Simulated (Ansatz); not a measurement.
# BNH₂+ (quartet): the correlation ladder, cc-pVDZ

How much of the correlation energy of BNH₂+ (quartet) does each wave-function method recover here?

Computed with Ansatz 0.2.0, Gaussian basis. Level: cc-pVDZ, core rule «outside noble gas», up to 2 orbitals frozen.

To be run: UHF; CCSD(T) on ROHF; CCSD(T) on UHF; BCCD(T) on ROHF; CISD; CCSDT(Q) on ROHF; CCSDT(Q) on UHF; CASSCF and MRCISD+Q, 9 electrons in 10 orbitals; CASSCF and MRCISD+Q(relaxed), 9 electrons in 10 orbitals; CASSCF and NEVPT2, 9 electrons in 10 orbitals.

22 further runs of the same task are left out: 9 that didn't finish, 13 set aside as unsound or not needed.

## 1. The geometry

The geometry is a PBE0/def2-TZVP stationary point (not a proven minimum) of the parent state, kept for this charge and spin.

4 atoms, charge 1, spin multiplicity 4.

Atoms are counted from 1 here; the program's logs count them from 0.

Bond lengths: B1–N2 1.376 Å, B1–H3 1.215 Å, N2–H4 1.012 Å. Angles: N2–B1–H3 113.0°, B1–N2–H4 139.9°.

Geometry (Å):

```xyz
4
charge 1, multiplicity 4
B     0.0000   -0.1240    0.7739
N     0.0000   -0.0224   -0.5980
H     0.0000    0.9564    1.3306
H     0.0000    0.6853   -1.3215
```

## 2. UHF

Contents of in.yaml:

```yaml
crystal:
  periodic: [false, false, false]
  atoms:
    - {symbol: B, position_ang: [0.000000, -0.124007, 0.773899]}
    - {symbol: N, position_ang: [0.000000, -0.022422, -0.597982]}
    - {symbol: H, position_ang: [0.000000, 0.956413, 1.330586]}
    - {symbol: H, position_ang: [0.000000, 0.685254, -1.321528]}
basis:
  gaussian: {orbitals: cc-pVDZ}
total_charge: 1
magnetization: {spin_polarized: true, initial_magnetization: 3}
hamiltonian: {xc: hf}
output: {orbitals: {seedname: orbitals}}
```

Launch:

```sh
$ ansatz run in.yaml --threads 1 --pin off --events-out ev --progress --plain --max-ram 2393MiB
```

After this run come: CCSD(T) on ROHF; CCSD(T) on UHF; BCCD(T) on ROHF; CISD; CCSDT(Q) on ROHF; CCSDT(Q) on UHF; CASSCF and MRCISD+Q, 9 electrons in 10 orbitals; CASSCF and MRCISD+Q(relaxed), 9 electrons in 10 orbitals; CASSCF and NEVPT2, 9 electrons in 10 orbitals.

**Question.** What will the summary of the whole plan be? Wanted: UCCSDT(Q) below the RHF energy; RMP2 from UCCSDT(Q); UMP2 from UCCSDT(Q); RCCSD from UCCSDT(Q); RCCSD(T) from UCCSDT(Q); UCCSD(T) from UCCSDT(Q); RCCSDT(Q) from UCCSDT(Q); NEVPT2 valence from UCCSDT(Q); MRCISD+Q valence from UCCSDT(Q).

As calculated:

```
                                quantity                                                                                                value
          UCCSDT(Q) below the RHF energy                                                                                           -5.1398 eV
                     RMP2 from UCCSDT(Q)                                                                                          +1000.9 meV
                     UMP2 from UCCSDT(Q)                                                                                           +995.6 meV
                    RCCSD from UCCSDT(Q)                                                                                           +132.4 meV
                 RCCSD(T) from UCCSDT(Q)                                                                                            +30.8 meV
                 UCCSD(T) from UCCSDT(Q)                                                                                            +29.7 meV
                RCCSDT(Q) from UCCSDT(Q)                                                                                             +1.6 meV
           NEVPT2 valence from UCCSDT(Q)                                                                                           +723.5 meV
         MRCISD+Q valence from UCCSDT(Q)                                                                                            +32.7 meV
MRCISD+Q(relaxed) valence from UCCSDT(Q)                                                                                            -10.8 meV
       levels within 1 kcal/mol (43 meV)  RCCSD(T), UCCSD(T), BCCD(T), RCCSDT, UCCSDT, RCCSDT(Q), MRCISD+Q valence, MRCISD+Q(relaxed) valence
                           T1 diagnostic                                                                                                0.033
          effectively unpaired electrons                                                                                                 3.01
```

**Reading.** RCCSD(T) lands +30.8 meV from the yardstick (0.6 % of the correlation energy). One determinant dominates. Of the multireference levels listed MRCISD+Q(relaxed) valence comes nearest in total energy (-10.8 meV), which doesn't show that its space is the better one. These misses are within one basis, not against nature; the frozen cores of restricted and unrestricted runs differ, which can shift their rows.
